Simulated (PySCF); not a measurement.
Cartesian coordinates in Å; atom numbers follow the order of the lines, from 1:
```xyz
16

C     1.135    0.394   -0.678
C     1.026   -0.914    0.120
C    -0.395   -0.924    0.649
C    -1.496   -0.576   -0.311
C    -0.924    0.487    0.582
C     0.170    1.369    0.013
H     0.823    0.228   -1.721
H     2.165    0.779   -0.724
H     1.725   -0.904    0.974
H     1.273   -1.799   -0.489
H    -0.633   -1.575    1.494
H    -2.497   -0.941   -0.068
H    -1.285   -0.548   -1.385
H    -1.557    0.888    1.378
H    -0.207    2.144   -0.674
H     0.676    1.890    0.842
```

Theoretical values (PySCF): geometry: PBE0-D3(BJ)/def2-SVP, B3LYP/pcJ-1 coupling constants (without the spin–dipole term), GIAO PBE0/pcSseg-1 shieldings. One computed conformer, non-relativistic Hamiltonian, averaged over atoms made equivalent by symmetry, fast rotation or ring inversion, no solvent.

Question: List the cross peaks expected in HSQC, COSY and HMBC spectra.

Answer: 

HSQC (one-bond C–H):
```
            δH            δC  ¹J(C,H) (Hz)
1.65 (H10/H15)  29.9 (C2/C6)           138
 1.60 (H9/H16)  29.9 (C2/C6)           132
     1.33 (H8)     21.9 (C1)           138
1.06 (H11/H14)  18.5 (C3/C5)           173
     0.98 (H7)     21.9 (C1)           133
    0.24 (H12)      7.5 (C4)           165
    0.13 (H13)      7.5 (C4)           167
```

COSY cross peaks (|J| ≥ 2 Hz):
```
            δH              δH  abs. J (Hz)  bonds
1.65 (H10/H15)   1.60 (H9/H16)         13.5      2
1.65 (H10/H15)       0.98 (H7)          8.8      3
 1.60 (H9/H16)       1.33 (H8)          9.1      3
 1.60 (H9/H16)  1.06 (H11/H14)          5.2      3
 1.60 (H9/H16)       0.98 (H7)         13.0      3
     1.33 (H8)       0.98 (H7)         14.9      2
1.06 (H11/H14)      0.24 (H12)          9.1      3
1.06 (H11/H14)      0.13 (H13)          4.2      3
    0.24 (H12)      0.13 (H13)          5.8      2
```

HMBC (two and three bonds, |J| ≥ 2.5 Hz):
```
            δH                                       δC [abs. J in Hz]
1.65 (H10/H15)  29.9 (C2/C6) [7.6], 18.5 (C3/C5) [7.6], 7.5 (C4) [2.8]
 1.60 (H9/H16)     21.9 (C1) [4.3], 18.5 (C3/C5) [4.2], 7.5 (C4) [8.3]
     1.33 (H8)                                      18.5 (C3/C5) [8.7]
1.06 (H11/H14)                     29.9 (C2/C6) [3.7], 21.9 (C1) [6.1]
     0.98 (H7)                                      29.9 (C2/C6) [3.8]
    0.24 (H12)                                      29.9 (C2/C6) [3.4]
    0.13 (H13)                                      29.9 (C2/C6) [4.5]
```

Scale: ¹H (31.27 ppm) and ¹³C (184.41 ppm) against TMS (reference shieldings calculated alike).

Short H···H contacts in this conformer between protons four or more bonds apart (candidates for NOE cross peaks, intensity ∝ r⁻⁶): H7···H13 2.27 Å.

Unscaled 3J(H,H) at this level run about 10 % above measured values. Shifts are as computed. Against solution values, carbons near 30 ppm lie about +2 ppm off and those near 130 ppm about +5 ppm. Of 1211 compounds with measured shifts, 218 miss one by over three times the rms of a fit or turn the order of signals round; such compounds aren't used in these exercises.
